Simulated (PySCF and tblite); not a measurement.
Results of a calculation; reference values are marked as such.
**Conformer ensemble of C₂H₄ClF, numbered as in [F:1][CH2:2][CH2:3][Cl:4]**

Free energies: PBE0-D3(BJ)/def2-TZVP on PBE0-D3(BJ)/def2-SVP structures plus GFN2-xTB thermal terms, symmetry and mirror images included. Conformers within 4 kcal/mol (GFN2-xTB free energy) were kept, 5 at most. GIAO shieldings: PBE0/pcSseg-1. Shifts are against TMS (¹H), TMS (¹³C), CFCl3 (¹⁹F) at the same level. Run with PySCF (density fitting) and tblite.

Torsions listed: F1–C2–C3–Cl4. Of a mirror pair one member is shown.

| conformer | shape | symmetry | E(GFN2) kcal/mol | E(DFT) kcal/mol | G(298.15 K) kcal/mol | weight % | dipole D |
| --- | --- | --- | --- | --- | --- | --- | --- |
| 1 | -66° | C1 (pair) | 1.47 | 0.33 | 0.00 | 55.1 | 2.68 |
| 2 | 180° | Cs | 0.00 | 0.00 | 0.12 | 44.9 | 0.12 |

Weights (%) against temperature:

```csv
T (K),1,2,S(mix) cal/mol/K
180,48.3,51.7,2.04
230,52.1,47.9,2.09
298.15,55.1,44.9,2.13
330,56.0,44.0,2.13
400,57.5,42.5,2.15
```

Averaged shifts at 298.15 K. ¹H: 4.41 (H2, 2H), 3.46 (H3, 2H) ppm. ¹³C: 83.6 (C2), 47.6 (C3) ppm. ¹⁹F: -234.8 (F1) ppm.

Coordinates of conformer 1 (Å):

```xyz
8

F    -0.838    0.733    1.355
C    -0.732    0.261    0.079
C     0.609   -0.382   -0.148
Cl    1.941    0.798   -0.065
H    -0.884    1.095   -0.627
H    -1.522   -0.494   -0.091
H     0.798   -1.150    0.615
H     0.636   -0.853   -1.141
```

Coordinates of conformer 2 (Å):

```xyz
8

F    -1.640   -0.761   -0.172
C    -0.736    0.232    0.099
C     0.660   -0.304   -0.125
Cl    1.853    0.971    0.218
H    -0.856    0.562    1.144
H    -0.926    1.093   -0.564
H     0.863   -1.154    0.541
H     0.792   -0.629   -1.166
```

Unscaled ¹⁹F shifts at such levels can be off by tens of ppm; differences between conformers or isomers are more reliable. Shifts are unscaled: against experiment ¹³C can be off by 15 ppm or more and ¹H by 0.8 ppm.

Search and properties took 15 s on 1 thread of AMD EPYC 7R43 64-Core, shared host (rough), launched as `OMP_NUM_THREADS=1 python ens_run.py task.json out`.
